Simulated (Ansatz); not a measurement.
Geometry optimisation, Ansatz, UKS B3LYP-D4/def2-SVP.

The input (input.yaml):

```yaml
crystal:
  periodic: [false, false, false]
  atoms:
    - { symbol: C, position_ang: [0.19818, -2.26225, 1.12031] }
    - { symbol: C, position_ang: [0.38979, -1.21408, 0.56252] }
    - { symbol: C, position_ang: [0.46297, 0.12669, 0.09994] }
    - { symbol: C, position_ang: [-0.54087, 0.74018, -0.51086] }
    - { symbol: H, position_ang: [1.41796, 0.6053, 0.27703] }
    - { symbol: H, position_ang: [-1.49316, 0.25462, -0.64398] }
    - { symbol: H, position_ang: [-0.44806, 1.74441, -0.88843] }
magnetization:
  spin_polarized: true
  initial_magnetization: 1
basis:
  gaussian: { orbitals: def2-SVP }
hamiltonian:
  xc: b3lyp
  dispersion: d4
relax:
  f_tol: 0.015
  max_steps: 40
```

Launched with:

```bash
$ ansatz run input.yaml --threads 1 --pin off --max-ram 2048MiB --backend cpu --events-out ev --progress --plain --runs-dir out
```

Where does it end, and by what steps?

It converged. After 11 steps the energy has fallen by 0.246 eV; C1 moved furthest, 0.08 Å.

```csv
step,energy less start (eV),largest force component (eV/Å),accepted
0,0.0000,3.974,yes
1,-0.1956,2.024,yes
2,-0.2133,0.941,yes
3,-0.2014,0.822,no
4,-0.2376,0.296,yes
5,-0.2405,0.306,yes
6,-0.2453,0.053,yes
7,-0.2447,0.103,no
8,-0.2455,0.037,yes
9,-0.2456,0.019,yes
10,-0.2456,0.033,yes
11,-0.2456,0.006,yes
```

```xyz
7
Properties=species:S:1:pos:R:3
C 0.212 -2.322 1.170
C 0.379 -1.213 0.554
C 0.477 0.104 0.107
C -0.553 0.753 -0.519
H 1.426 0.636 0.257
H -1.514 0.255 -0.677
H -0.439 1.781 -0.874
```

Run time: 48 s on 1 thread of Intel(R) Xeon(R) Platinum 8375C CPU @ 2.90GHz (Ice Lake), with other jobs on the host, peak memory 0.18 GiB.
